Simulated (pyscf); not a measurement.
orthosilicic acid (HO–Si(OH)(OH)–OH) + H atom (H•) → •O–Si(OH)(OH)–OH + hydrogen (H₂), a hydrogen abstraction (doublet surface; H–O broken, H–H formed). Structures and frequencies: ωB97X-D3(BJ)/def2-SVP in PySCF. Energies in kcal/mol from the separated reactants.

Small-basis levels: PySCF, no dispersion term, spherical d functions. Open shells are spin-unrestricted. 

Question: In single points MP2/6-31G* puts the saddle at 38.0 kcal/mol and the reaction energy at +25.0 kcal/mol. Should these be trusted to within a few kcal/mol? Compare with ωB97M-D3(BJ)/def2-TZVP.

Answer: ωB97M-D3(BJ)/def2-TZVP gives ΔE‡ = 22.9 kcal/mol and ΔE = +17.9 kcal/mol. MP2/6-31G* lies 15.2 kcal/mol over it in the barrier and 7.2 kcal/mol over it in the reaction energy, so on this step it does not hold to within 3.0 kcal/mol. ωB97M-D3(BJ)/def2-TZVP has limits of its own. One saddle was located; it need not be the lowest between these sides. The angle at the transferred H is 157°.
